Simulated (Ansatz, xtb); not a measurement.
Redistribution: C5H7N + CClF3 → C4H4FN + C2H3ClF2

Species: C5H7N (2-methyl-1H-pyrrole) `Cc1ccc[nH]1`, singlet; CClF3 `FC(F)(F)Cl`, singlet; C4H4FN `Fc1ccc[nH]1`, singlet; C2H3ClF2 (1-chloro-1,1-difluoroethane) `CC(F)(F)Cl`, singlet. The partners trade CH3 for F; both sit on C, so the bond types are kept.

Shapes, held fixed at every level: PBE0-D4/def2-TZVP. Programs: Ansatz 0.2.0, xtb 6.7.1. The zero-point and thermal change to 298 K, harmonic and unscaled (PBE0-D4/def2-TZVP), is -0.5 kJ/mol.

Task: Estimate ΔH(298 K) of this reaction.

Result: The highest level, CCSD(T)/CBS estimate, gives ΔH(298 K) = +30.2 kJ/mol; the levels span +29.8 to +37.9. The column of differences is taken from that level and isn't an error. No measured value is set beside it here. The CBS estimate extrapolates MP2 from def2-TZVPP and def2-QZVPP and adds CCSD(T) − MP2 in the triple-zeta set, cores frozen.

```csv
level,kind,ΔH(298 K) (kJ/mol),less CCSD(T)/CBS estimate
GFN0-xTB,semi-empirical,+35.3,+5.1
HF/def2-TZVPP,Hartree–Fock,+30.1,-0.1
SPW92/def2-TZVPP,LDA,+30.7,+0.5
r2SCAN-D4/def2-TZVPP,meta-GGA,+31.1,+0.9
r2SCAN0-D4/def2-TZVPP,global hybrid,+32.8,+2.6
B2PLYP/def2-TZVPP,double hybrid,+29.8,-0.4
MP2/def2-TZVPP,perturbation theory,+37.9,+7.7
CCSD(T)/CBS estimate,coupled cluster or CI,+30.2,0.0
```
